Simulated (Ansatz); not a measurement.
Fluorite CeO2 was calculated with PBE (Ansatz, an electronic-structure program, plane waves, PAW).

Run with plane-wave cutoff 520 eV, 8×8×8 k mesh, no spin polarisation, scalar-relativistic PAW data made under PBE.

Cell (relaxed at this level):

CeO2 is taken in the cubic space group Fm-3m (No. 225), the fluorite structure, Pearson symbol cF12. Lattice parameters: a = b = c = 5.4641 Å, α = β = γ = 90.00°. Ce on 4a sees 8 O at 2.366 Å (cubic). O on 8c has 4 Ce at 2.366 Å (tetrahedral). (Neighbours: up to the widest gap in distance over summed covalent radii, below 1.35, at either atom; cation-cation and far metal-metal contacts left out.)
(The calculation used a cell of 3 atoms; values per cell refer to that cell.)

**Question.** What does this level give for the elastic constant C44, Young modulus, Poisson ratio, elastic constant C11 and elastic constant C12?

**Answer.** 
- elastic constant C44: 48.6 GPa
- Young modulus: 186 GPa
- Poisson ratio: 0.322
- elastic constant C11: 332 GPa
- elastic constant C12: 94.6 GPa

Measured, for comparison: elastic constant C44 60 GPa, elastic constant C11 403 GPa, elastic constant C12 105 GPa (temperature not stated, not corrected to a static lattice; as tabulated in Atomistic and experimental study on thermal conductivity of bulk and porous …). Computed (rounded) less measured: elastic constant C44 -19 %, elastic constant C11 -18 %, elastic constant C12 -10 %.

Elastic constants are with the ions relaxed.

Spin–orbit coupling is not included.

The computed numbers hold no vibrational or temperature effects.

Cost on a shared machine: roughly 60 core-seconds.
